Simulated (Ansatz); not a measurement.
**CH₂Al+ (singlet): from Hartree-Fock to the top rungs, cc-pVDZ**

Aim: climb from Hartree-Fock through coupled cluster for CH₂Al+ (singlet) at one geometry and basis, and see what each rung misses.

The runs use Ansatz 0.2.0, Gaussian basis; cc-pVDZ, core rule «outside noble gas», up to 6 orbitals frozen.

The runs, in order: UHF; CCSD(T) on RHF; CCSD(T) on UHF; BCCD(T) on RHF; CISD; CCSDT(Q) on RHF; CCSDT(Q) on UHF; CCSDTQ on RHF; CCSDTQ on UHF.

7 further runs of the same task are left out: 2 for a known fault of the program, 5 set aside as unsound or not needed.

**1. The system**

The geometry is a PBE0/def2-TZVP stationary point (not a proven minimum) of the parent state, kept for this charge and spin.

4 atoms, charge 1, spin multiplicity 1.

Atoms are counted from 1 here; the program's logs count them from 0.

Bond lengths: Al1–C2 1.836 Å, Al1–H3 1.585 Å, C2–H4 1.088 Å. Angles: C2–Al1–H3 133.0°, Al1–C2–H4 142.5°.

**2. UHF**

The input, in.yaml:

```yaml
crystal:
  periodic: [false, false, false]
  atoms:
    - {symbol: Al, position_ang: [0.000000, -0.107766, 0.567543]}
    - {symbol: C, position_ang: [0.000000, 0.196499, -1.243154]}
    - {symbol: H, position_ang: [0.000000, 0.856616, 1.824835]}
    - {symbol: H, position_ang: [0.000000, -0.313339, -2.203862]}
basis:
  gaussian: {orbitals: cc-pVDZ}
total_charge: 1
magnetization: {spin_polarized: true, initial_magnetization: 0}
hamiltonian: {xc: hf}
output: {orbitals: {seedname: orbitals}}
```

Command:

```console
$ ansatz run in.yaml --threads 1 --pin off --events-out ev --progress --plain --max-ram 4096MiB --backend cpu
```

Further steps of the session: CCSD(T) on RHF; CCSD(T) on UHF; BCCD(T) on RHF; CISD; CCSDT(Q) on RHF; CCSDT(Q) on UHF; CCSDTQ on RHF; CCSDTQ on UHF.

**Question.** What will the summary of the whole plan be? Wanted: RCCSDTQ below the RHF energy; RMP2 from RCCSDTQ; RCCSD from RCCSDTQ; RCCSD(T) from RCCSDTQ; RCCSDT(Q) from RCCSDTQ; T1 diagnostic.

**Answer**, as computed:

```
                         quantity              value
     RCCSDTQ below the RHF energy         -5.1959 eV
                RMP2 from RCCSDTQ    +28.30 kcal/mol
               RCCSD from RCCSDTQ     +5.58 kcal/mol
            RCCSD(T) from RCCSDTQ     +1.77 kcal/mol
           RCCSDT(Q) from RCCSDTQ     +0.07 kcal/mol
levels within 1 kcal/mol (43 meV)  RCCSDT, RCCSDT(Q)
                    T1 diagnostic              0.025
```

In words: RCCSD(T) misses by +1.77 kcal/mol, 1.5 % of the correlation energy. These misses are within one basis, not against nature.
